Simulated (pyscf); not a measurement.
H₃C–Cl (SMILES CCl) + F⁻ (SMILES [F-]) → H₂C⁻–Cl (SMILES [CH2-]Cl) + HF (SMILES F) (proton transfer; singlet surface; C–H broken, F–H formed). Optimised with ωB97X-D3(BJ)/def2-SVPD in PySCF. Correlated levels are frozen-core, on RHF or UHF. ΔMP2 is the change of the MP2 total energy from the triple- to the quadruple-zeta basis. Energies in kJ/mol from the separated reactants.

```
level                               barrier  reaction energy
----------------------------------  -------  ---------------
ωB97X-D3(BJ)/def2-TZVPD                81.2           +142.9
r²SCAN/def2-TZVPD                      61.4           +128.9
PBE0-D3(BJ)/def2-TZVPD                 62.7           +132.4
M06-2X/def2-TZVPD                       [?]           +121.0
HF/def2-TZVPD                         103.3           +118.6
MP2/def2-QZVPPD                        70.1           +131.7
CCSD(T)/def2-TZVPPD + ΔMP2(QZVPPD)      [?]              [?]
```

Problem. What belongs in the gaps?

Solution. 
- M06-2X/def2-TZVPD, barrier: 58.8
- CCSD(T)/def2-TZVPPD + ΔMP2(QZVPPD), barrier: 67.8
- CCSD(T)/def2-TZVPPD + ΔMP2(QZVPPD), reaction energy: +119.3

On the reactant side the descent ends in a bound adduct (not fully relaxed), 66.4 kJ/mol under the separated species and 147.6 kJ/mol under the saddle at ωB97X-D3(BJ)/def2-TZVPD. On the product side the descent ends in a bound adduct, 69.6 kJ/mol under the separated species and 8.0 kJ/mol under the saddle at ωB97X-D3(BJ)/def2-TZVPD. At ωB97X-D3(BJ), r²SCAN, PBE0-D3(BJ), M06-2X, HF, MP2, CCSD(T) the saddle lies under the separated products, which points to a path from their complex (located at ωB97X-D3(BJ) alone), and parting the products costs more than the saddle. One saddle was located; it need not be the lowest between these sides. The angle at the transferred H is 177°. The CCSD(T) − MP2 part came from Ansatz, without density fitting, on the same reference.
